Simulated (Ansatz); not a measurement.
Correlation energies of tetramethylsilane (`C[Si](C)(C)C`) by basis set

Cartesian coordinates in Å:
```
C -1.863 -0.019 -0.221
Si 0.000 0.000 0.000
C 0.593 1.773 0.159
C 0.815 -0.801 -1.488
C 0.455 -0.953 1.551
H -2.367 0.443 0.632
H -2.238 -1.042 -0.316
H -2.159 0.529 -1.120
H 1.678 1.816 0.286
H 0.136 2.266 1.021
H 0.339 2.355 -0.731
H 1.903 -0.805 -1.387
H 0.568 -0.266 -2.409
H 0.487 -1.837 -1.607
H 0.122 -1.992 1.488
H 1.538 -0.959 1.707
H -0.006 -0.508 2.437
```

Charge 0, multiplicity 1. All single points use the PBE0-D4/def2-TZVP geometry. Frozen core, restricted reference, Ansatz. CBS rows extrapolate triple and quadruple zeta; past MP2 they add the triple-zeta difference.

```
     basis     HF (Eh)  MP2 corr.
  def2-SVP  -447.22991   -0.68781
def2-TZVPP  -447.50948   -0.84754
def2-QZVPP  -447.52623   -0.90144
```

(1) Estimate the CCSD correlation energy and the (T) correction in each basis where they were run (hartree).

Results:

(1) 
```json
{"basis": "def2-SVP", "CCSD corr.": "-0.76383", "(T)": "-0.02147"}
{"basis": "def2-TZVPP", "CCSD corr.": "-0.91415", "(T)": "-0.03451"}
{"basis": "CBS(def2)", "CCSD corr.": "-1.00797", "(T)": "as TZ"}
```
